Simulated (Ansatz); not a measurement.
A nudged elastic band was laid between two geometries of C3H6O2 (11 atoms, charge 0, multiplicity 1).

The calculation used RKS revPBE-D4/def2-SVP (Ansatz 0.2.0).

| Item | Value |
| --- | --- |
| movable images | 5 |
| climbing image | yes |
| spring | 5.0 eV/Å² |
| optimiser | quadratic models (default) |
| start path | through a guess of the saddle point |
| force threshold | 0.03 eV/Å |
| iteration limit | 60 |
| end points | relaxed |

Initial state:

```xyz
11
Properties=species:S:1:pos:R:3
C -1.373 0.789 0.630
O -0.652 1.174 -0.524
C 0.428 0.401 -0.859
C 0.888 -0.696 -0.209
O 2.002 -1.365 -0.681
H -2.202 1.513 0.751
H -0.733 0.812 1.544
H -1.797 -0.238 0.529
H 0.930 0.771 -1.766
H 0.411 -1.094 0.700
H 2.163 -2.122 -0.093
```

Final state:

```xyz
11
Properties=species:S:1:pos:R:3
C -1.386 0.832 0.600
O -0.569 1.093 -0.528
C 0.476 0.232 -0.736
C 0.825 -0.847 0.010
O 1.889 -1.678 -0.250
H -2.171 1.611 0.618
H -0.802 0.878 1.550
H -1.867 -0.173 0.535
H 1.048 0.520 -1.635
H 0.282 -1.165 0.911
H 2.340 -1.359 -1.055
```

Problem. What changes between the two ends?

Solution. No bond is made or broken. The dihedral C3–C4–O5–H11 goes from -179 to 0°.

Problem. Give the energies along the band, and the barrier.

Solution. The forces met the threshold. The highest image is number 3 of 0 to 6, 0.069 eV above the first end and 0.128 eV above the last; the last end lies 0.059 eV below the first. A vibrational analysis at the climbing image gives one clearly imaginary mode, 318i cm⁻¹: a first-order saddle point.

```
image  path coordinate (Å)  energy (eV)  dihedral C3–C4–O5–H11 (°)
    0                 0.00        0.000                       -179
    1                 0.41       -0.001                       -145
    2                 0.83        0.033                       -115
    3                 1.24        0.069                        -80
    4                 1.58        0.028                        -47
    5                 1.93       -0.041                        -16
    6                 2.27       -0.059                          0
```

Problem. What is the geometry of the highest image?

Solution. 
```xyz
11
Properties=species:S:1:pos:R:3:forces:R:3
C -1.402 0.802 0.603 0.00 0.00 0.00
O -0.651 1.060 -0.574 0.00 0.00 0.00
C 0.465 0.304 -0.766 0.00 0.00 0.00
C 0.947 -0.692 0.019 0.00 0.00 0.00
O 2.133 -1.347 -0.297 0.00 0.00 0.00
H -2.261 1.499 0.595 0.00 0.00 0.00
H -0.795 0.976 1.521 0.00 0.00 0.00
H -1.777 -0.247 0.625 0.00 0.00 0.00
H 0.990 0.589 -1.693 0.00 0.00 0.00
H 0.477 -0.991 0.972 0.00 0.00 0.00
H 1.939 -2.009 -0.985 0.00 0.00 0.00
```

Problem. What are the harmonic wavenumbers there?

Solution. 318i, 175, 239, 271, 364, 392, 620, 747, 895, 963, 1095, 1135, 1163, 1213, 1239, 1276, 1294, 1414, 1420, 1437, 1670, 2923, 2994, 3079, 3084, 3123, 3688 cm⁻¹.

Time of the run: 39 s on 2 threads of Intel(R) Xeon(R) 6975P-C (Granite Rapids), with other jobs on the host, peak memory 0.15 GiB.
